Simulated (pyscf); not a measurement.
HO–As(OH)–OH (SMILES O[As](O)O) + SiH₄ (SMILES [SiH4]) -> HO–As(OH)–O–SiH₃ (SMILES O[As](O)O[SiH3]) + H₂ (SMILES [H][H]), a four-centre exchange (singlet surface; H–O, H–Si broken, O–Si, H–H formed). Optimised with ωB97X-D3(BJ)/def2-SVP in PySCF. Energies in kcal/mol from the separated reactants.

Small-basis levels: PySCF, no dispersion term, spherical d functions. AM1 to PM7: differences of heats of formation from MOPAC, which are fitted to 298 K values and so differ in kind from electronic energies by zero-point and thermal terms. Cost: rough CPU time at the saddle relative to B3LYP/6-31G*+LANL2DZ, from one job on a shared machine.

```json
[
 {"level": "HF/STO-3G", "barrier": "75.4", "reaction energy": "-5.5", "cost": "0.06"},
 {"level": "HF/3-21G", "barrier": "41.3", "reaction energy": "-25.0", "cost": "0.10"},
 {"level": "HF/6-31G*+LANL2DZ", "barrier": "56.0", "reaction energy": "-15.9", "cost": "0.1"},
 {"level": "BP86/6-31G*+LANL2DZ", "barrier": "31.8", "reaction energy": "-16.3", "cost": "2"},
 {"level": "B3LYP/3-21G", "barrier": "24.8", "reaction energy": "-25.1", "cost": "0.9"},
 {"level": "B3LYP/LANL2DZ", "barrier": "45.7", "reaction energy": "-8.3", "cost": "0.8"},
 {"level": "B3LYP/6-311+G**+LANL2DZ", "barrier": "39.0", "reaction energy": "-12.0", "cost": "2"},
 {"level": "AM1", "barrier": "51.8", "reaction energy": "-9.9", "cost": "under 0.02"},
 {"level": "PM6", "barrier": "12.3", "reaction energy": "-57.9", "cost": "under 0.02"},
 {"level": "ωB97M-D3(BJ)/def2-TZVP", "barrier": "35.0", "reaction energy": "-17.4", "cost": "–"}
]
```

Against the last row the barrier runs from -22.6 (PM6) to +40.4 kcal/mol (HF/STO-3G). ωB97M-D3(BJ)/def2-TZVP has limits of its own. One saddle was located; it need not be the lowest between these sides. In the def2 sets elements up to Kr have no core potential.
